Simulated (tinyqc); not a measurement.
Inside a calculation. Method: UHF in the sto-3g basis, for CH2, spin multiplicity 1. One step of it, computed by the program tinyqc.

Question. Iteration 1: diagonalisation and new density. Diagonalise F' = X^T F X, C = X C', fill 4 alpha and 4 beta electrons from the bottom; D(s) = C_occ C_occ^T. Each column has its largest component positive (the first on a tie).

F(alpha) (hartree), order 1C 1s, 1C 2s, 1C 2px, 1C 2py, 1C 2pz, 2H 1s, 3H 1s:
$$\begin{pmatrix}
-10.750655 & -2.917509 & -0.003165 & -0.000099 & -0.019670 & -0.660564 & -0.651743 \\
-2.917509 & -1.301034 & 0.114704 & -0.000828 & -0.130064 & -0.645145 & -0.640259 \\
-0.003165 & 0.114704 & 0.281939 & -0.000081 & -0.204237 & 0.005519 & 0.005497 \\
-0.000099 & -0.000828 & -0.000081 & -0.196860 & -0.000524 & -0.341552 & 0.340657 \\
-0.019670 & -0.130064 & -0.204237 & -0.000524 & -0.122441 & -0.246041 & -0.244983 \\
-0.660564 & -0.645145 & 0.005519 & -0.341552 & -0.246041 & -0.409078 & -0.218124 \\
-0.651743 & -0.640259 & 0.005497 & 0.340657 & -0.244983 & -0.218124 & -0.404896
\end{pmatrix}$$

F(beta) (hartree), order 1C 1s, 1C 2s, 1C 2px, 1C 2py, 1C 2pz, 2H 1s, 3H 1s:
$$\begin{pmatrix}
-10.750655 & -2.917509 & 0.003165 & -0.000099 & -0.019670 & -0.660564 & -0.651743 \\
-2.917509 & -1.301034 & -0.114704 & -0.000828 & -0.130064 & -0.645145 & -0.640259 \\
0.003165 & -0.114704 & 0.281939 & 0.000081 & 0.204237 & -0.005519 & -0.005497 \\
-0.000099 & -0.000828 & 0.000081 & -0.196860 & -0.000524 & -0.341552 & 0.340657 \\
-0.019670 & -0.130064 & 0.204237 & -0.000524 & -0.122441 & -0.246041 & -0.244983 \\
-0.660564 & -0.645145 & -0.005519 & -0.341552 & -0.246041 & -0.409078 & -0.218124 \\
-0.651743 & -0.640259 & -0.005497 & 0.340657 & -0.244983 & -0.218124 & -0.404896
\end{pmatrix}$$

X, order 1C 1s, 1C 2s, 1C 2px, 1C 2py, 1C 2pz, 2H 1s, 3H 1s:
$$\begin{pmatrix}
1.026965 & -0.152673 & 0.000000 & -0.000095 & -0.012520 & 0.025778 & 0.025672 \\
-0.152673 & 1.263503 & 0.000000 & 0.001662 & 0.128278 & -0.321630 & -0.317652 \\
0.000000 & 0.000000 & 1.000000 & 0.000000 & 0.000000 & 0.000000 & 0.000000 \\
-0.000095 & 0.001662 & 0.000000 & 1.153668 & 0.000799 & -0.264589 & 0.262134 \\
-0.012520 & 0.128278 & 0.000000 & 0.000799 & 1.068779 & -0.172895 & -0.171074 \\
0.025778 & -0.321630 & 0.000000 & -0.264589 & -0.172895 & 1.230906 & -0.025932 \\
0.025672 & -0.317652 & 0.000000 & 0.262134 & -0.171074 & -0.025932 & 1.226880
\end{pmatrix}$$

Give: F' = X^T F X; orbital energies; coefficients C; F' = X^T F X; orbital energies; coefficients C; D(alpha) after iteration 1; D(beta) after iteration 1.

Answer.

F' = X^T F X (alpha) (hartree):
$$\begin{pmatrix}
-10.5135 & -1.5768 & -0.0179 & -0.0001 & -0.0395 & -0.0768 & -0.0741 \\
-1.5768 & -0.4227 & 0.1157 & 0.0014 & 0.0827 & -0.4374 & -0.4331 \\
-0.0179 & 0.1157 & 0.2819 & -0.0001 & -0.2054 & 0.0050 & 0.0050 \\
-0.0001 & 0.0014 & -0.0001 & 0.1263 & 0.0007 & -0.4200 & 0.4178 \\
-0.0395 & 0.0827 & -0.2054 & 0.0007 & 0.0059 & -0.2513 & -0.2493 \\
-0.0768 & -0.4374 & 0.0050 & -0.4200 & -0.2513 & 0.0573 & -0.0700 \\
-0.0741 & -0.4331 & 0.0050 & 0.4178 & -0.2493 & -0.0700 & 0.0551
\end{pmatrix}$$

orbital energies (alpha) (hartree): MO1 -10.7579, MO2 -0.7373, MO3 -0.4661, MO4 -0.2228, MO5 0.3854, MO6 0.6703, MO7 0.7190

coefficients C (alpha), order 1C 1s, 1C 2s, 1C 2px, 1C 2py, 1C 2pz, 2H 1s, 3H 1s:
$$\begin{pmatrix}
0.9923 & -0.2050 & 0.0005 & 0.1157 & -0.0833 & -0.1794 & -0.0135 \\
0.0330 & 0.6075 & -0.0026 & -0.4943 & 0.3764 & 1.0382 & 0.0809 \\
0.0001 & -0.0383 & 0.0004 & 0.4156 & 0.9025 & -0.1065 & -0.0065 \\
0.0000 & 0.0012 & 0.5524 & -0.0002 & -0.0014 & -0.0770 & 1.0764 \\
0.0059 & 0.1702 & -0.0002 & 0.7552 & -0.2525 & 0.7429 & 0.0556 \\
-0.0078 & 0.3171 & 0.4400 & 0.1397 & -0.1500 & -0.7854 & -0.8756 \\
-0.0078 & 0.3141 & -0.4425 & 0.1401 & -0.1517 & -0.8996 & 0.7476
\end{pmatrix}$$

F' = X^T F X (beta) (hartree):
$$\begin{pmatrix}
-10.5135 & -1.5768 & 0.0179 & -0.0001 & -0.0395 & -0.0768 & -0.0741 \\
-1.5768 & -0.4227 & -0.1157 & 0.0014 & 0.0827 & -0.4374 & -0.4331 \\
0.0179 & -0.1157 & 0.2819 & 0.0001 & 0.2054 & -0.0050 & -0.0050 \\
-0.0001 & 0.0014 & 0.0001 & 0.1263 & 0.0007 & -0.4200 & 0.4178 \\
-0.0395 & 0.0827 & 0.2054 & 0.0007 & 0.0059 & -0.2513 & -0.2493 \\
-0.0768 & -0.4374 & -0.0050 & -0.4200 & -0.2513 & 0.0573 & -0.0700 \\
-0.0741 & -0.4331 & -0.0050 & 0.4178 & -0.2493 & -0.0700 & 0.0551
\end{pmatrix}$$

orbital energies (beta) (hartree): MO1 -10.7579, MO2 -0.7373, MO3 -0.4661, MO4 -0.2228, MO5 0.3854, MO6 0.6703, MO7 0.7190

coefficients C (beta), order 1C 1s, 1C 2s, 1C 2px, 1C 2py, 1C 2pz, 2H 1s, 3H 1s:
$$\begin{pmatrix}
0.9923 & -0.2050 & 0.0005 & 0.1157 & 0.0833 & -0.1794 & -0.0135 \\
0.0330 & 0.6075 & -0.0026 & -0.4943 & -0.3764 & 1.0382 & 0.0809 \\
-0.0001 & 0.0383 & -0.0004 & -0.4156 & 0.9025 & 0.1065 & 0.0065 \\
0.0000 & 0.0012 & 0.5524 & -0.0002 & 0.0014 & -0.0770 & 1.0764 \\
0.0059 & 0.1702 & -0.0002 & 0.7552 & 0.2525 & 0.7429 & 0.0556 \\
-0.0078 & 0.3171 & 0.4400 & 0.1397 & 0.1500 & -0.7854 & -0.8756 \\
-0.0078 & 0.3141 & -0.4425 & 0.1401 & 0.1517 & -0.8996 & 0.7476
\end{pmatrix}$$

D(alpha) after iteration 1, order 1C 1s, 1C 2s, 1C 2px, 1C 2py, 1C 2pz, 2H 1s, 3H 1s:
$$\begin{pmatrix}
1.0401 & -0.1490 & 0.0560 & 0.0000 & 0.0583 & -0.0564 & -0.0561 \\
-0.1490 & 0.6144 & -0.2287 & -0.0006 & -0.2697 & 0.1222 & 0.1225 \\
0.0560 & -0.2287 & 0.1742 & 0.0001 & 0.3073 & 0.0461 & 0.0460 \\
0.0000 & -0.0006 & 0.0001 & 0.3051 & -0.0001 & 0.2434 & -0.2441 \\
0.0583 & -0.2697 & 0.3073 & -0.0001 & 0.5993 & 0.1593 & 0.1594 \\
-0.0564 & 0.1222 & 0.0461 & 0.2434 & 0.1593 & 0.3137 & -0.0754 \\
-0.0561 & 0.1225 & 0.0460 & -0.2441 & 0.1594 & -0.0754 & 0.3142
\end{pmatrix}$$

D(beta) after iteration 1, order 1C 1s, 1C 2s, 1C 2px, 1C 2py, 1C 2pz, 2H 1s, 3H 1s:
$$\begin{pmatrix}
1.0401 & -0.1490 & -0.0560 & 0.0000 & 0.0583 & -0.0564 & -0.0561 \\
-0.1490 & 0.6144 & 0.2287 & -0.0006 & -0.2697 & 0.1222 & 0.1225 \\
-0.0560 & 0.2287 & 0.1742 & -0.0001 & -0.3073 & -0.0461 & -0.0460 \\
0.0000 & -0.0006 & -0.0001 & 0.3051 & -0.0001 & 0.2434 & -0.2441 \\
0.0583 & -0.2697 & -0.3073 & -0.0001 & 0.5993 & 0.1593 & 0.1594 \\
-0.0564 & 0.1222 & -0.0461 & 0.2434 & 0.1593 & 0.3137 & -0.0754 \\
-0.0561 & 0.1225 & -0.0460 & -0.2441 & 0.1594 & -0.0754 & 0.3142
\end{pmatrix}$$
